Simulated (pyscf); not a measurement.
CH₄ (SMILES C) + :C=CH₂ (SMILES [C]=C) [singlet] → H₂ (SMILES [H][H]) + H₂C=C=CH₂ (SMILES C=C=C), a concerted two-bond exchange (singlet surface; C–H, C–H broken, H–H, C–C formed). Optimised with ωB97X-D3(BJ)/def2-SVP in PySCF. Energies in kcal/mol from the separated reactants.

Small-basis levels: PySCF, no dispersion term, spherical d functions. 

Q: Quick B3LYP/6-31G* single points give ΔE‡ = 56.0 kcal/mol and ΔE = -34.7 kcal/mol. What does ωB97M-D3(BJ)/def2-TZVP give, and how far is the quick result from it?

A: ωB97M-D3(BJ)/def2-TZVP gives ΔE‡ = 52.5 kcal/mol and ΔE = -31.1 kcal/mol. B3LYP/6-31G* lies 3.5 kcal/mol over it in the barrier and 3.6 kcal/mol under it in the reaction energy, so on this step it does not hold to within 3.0 kcal/mol. ωB97M-D3(BJ)/def2-TZVP has limits of its own. :C=CH₂ [singlet] lies 41.4 kcal/mol over its isomer HC≡CH (electronic energy, ωB97M-D3(BJ)/def2-TZVP). One saddle was located; it need not be the lowest between these sides.
